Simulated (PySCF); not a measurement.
Predicted microwave data (PBE0-D3(BJ)/def2-SVP geometry optimisation, gas phase (PySCF 2.14.0)) for one isomer of C3H5F3:

| Property | Result |
| --- | --- |
| Rotational constants | A = 5254, B = 2771, C = 2747 MHz |
| Dipole components | \|μa\| = 1.94 D, \|μb\| = 1.06 D, \|μc\| = 0.00 D |
| Inertial defect | -94.56 u·Å² |
| κ | -0.98 |

Question: Which candidate fits, each taken in the one conformer that was computed?
A. 1,1,1-trifluoropropane (`C(C)C(F)(F)F`)
B. `[F:1][CH2:2][CH:3]([F:4])[CH2:5][F:6]` with F1–C2–C3–F4 68°, C2–C3–C5–F6 -61° (1,2,3-trifluoropropane)

Answer: A. It is CCC(F)(F)F, a near-prolate asymmetric top, point group Cs. The candidates at the same level (rigid rotor, commonest isotopes):

| SMILES | A (MHz) | B (MHz) | C (MHz) | μa (D) | μb (D) | μc (D) | Δ (u·Å²) | point group | rotor |
| --- | --- | --- | --- | --- | --- | --- | --- | --- | --- |
| FCC(F)CF | 4171 | 2994 | 2084 | 0.27 | 0.61 | 1.38 | -47.52 | C1 | asymmetric top |
| CCC(F)(F)F | 5254 | 2771 | 2747 | 1.94 | 1.06 | 0.00 | -94.56 | Cs | near-prolate asymmetric top |

`FCC(F)CF` has C 24 % too low. In the right answer the mirror of this Cs structure is the ab plane, so μc vanishes by symmetry (the 0.02 D computed is a residue). No structure here is proved a minimum.
